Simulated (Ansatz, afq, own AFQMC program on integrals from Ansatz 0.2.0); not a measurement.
## Where AFQMC and coupled cluster stand for SiH$_{4}$, singlet

```xyz
5

Si    0.0000    0.0000    0.0000
H     0.8558    0.8587    0.8568
H    -0.8596   -0.8544    0.8574
H    -0.8547    0.8555   -0.8611
H     0.8584   -0.8599   -0.8531
```

Basis 6-31G. Only valence electrons are correlated. Ansatz 0.2.0 and our own AFQMC program on the same integrals; the CISD trial comes from CCSD amplitudes, and released means the phaseless constraint is let go. Free AFQMC starts from the CCSD state and is never constrained. Its projection time is finite, and what remains of the start isn't in its error. Error bars are statistical, one sigma.

Determinant: RHF, the one that the program's search chose, which needn't be the lowest solution. The geometry is a PBE0/def2-TZVP stationary point of this or a neighbouring charge and spin state.

Full CI on the same integrals is exact in this basis and with this determinant's frozen core.

Cautions: the ph-AFQMC/CISD walk drifts between its halves (2.0 errors).

```
T1 diagnostic                               : 0.0080
weight of the determinant in the CISD state : 0.942
size of the correlated space                : 8 electrons in 16 orbitals
```

```json
{"level": "MP2", "correlation energy (eV)": "-1.6741"}
{"level": "CCSD", "correlation energy (eV)": "-2.3117"}
{"level": "CCSD(T)", "correlation energy (eV)": "-2.3345"}
```

Problem. Estimate where free-projection AFQMC lies against CCSD(T) on the same integrals.

Solution. 1.1 ± 0.2 kJ/mol below CCSD(T).

Reference: full CI, correlation energy -2.344 eV. The released energy is read at 2.40 1/Eh (meV from the phaseless value at times in 1/Eh: 0.3 ± 1.9 at 0.24, 1.2 ± 1.4 at 0.51, 0.2 ± 1.4 at 0.99, -0.2 ± 1.3 at 1.62, -0.7 ± 1.2 at 2.40).

```
         level  E − E(reference) (kJ/mol)  share of correlation (%)
       CCSD(T)                        0.9                     99.61
         CCSDT                        0.1                     99.96
      CCSDT(Q)                        0.0                     99.99
        CCSDTQ                        0.0                    100.00
   ph-AFQMC/HF                  1.8 ± 1.4                     99.20
 ph-AFQMC/CISD                  0.0 ± 0.2                    100.01
released AFQMC                 -0.1 ± 0.1                    100.04
    free AFQMC                 -0.2 ± 0.2                    100.10
```

CCSDT and higher add their correlation energy to the determinant of the CCSD(T) run, since their own runs factorise the integrals more tightly (a shift of under 2 meV). Free projections are given only where their last times agree within the noise and don't stop above the reference; a slow remainder of the start can still hide under it. A walk keeps the symmetry of its determinant, which the program's search chose and which needn't be the lowest solution, so a lower state of the same spin and another symmetry isn't excluded. Released energies are given only where the last usable release times agree within the noise; a slower fall can still hide under it.
